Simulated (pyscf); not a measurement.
Optimised with ωB97X-D3(BJ)/def2-SVP in PySCF.

### Question
Estimate the classical barrier height and the reaction energy of H₃C–CH₂–O–O• → •O–OH + H₂C=CH₂ at ωB97M-D3(BJ)/def2-TZVP. The step runs on the doublet surface, breaks C–O, C–H and forms H–O; take the reactant's lowest minimum found as zero.

### Answer
ΔE‡ = 35.5 kcal/mol, ΔE = +24.9 kcal/mol. Zero-point energy shifts the barrier by -4.1 kcal/mol. It is an elimination, with an imaginary mode of 1228i cm⁻¹. On the product side the descent ends in a complex, 5.3 kcal/mol under the separated species and 15.1 kcal/mol under the saddle at ωB97X-D3(BJ)/def2-TZVP. H₃C–CH₂–O–O• lies 43.3 kcal/mol over its isomer H₃C–CH(O•)–OH, and others may lie lower still (electronic energy, ωB97M-D3(BJ)). One saddle was located; it need not be the lowest between these sides.
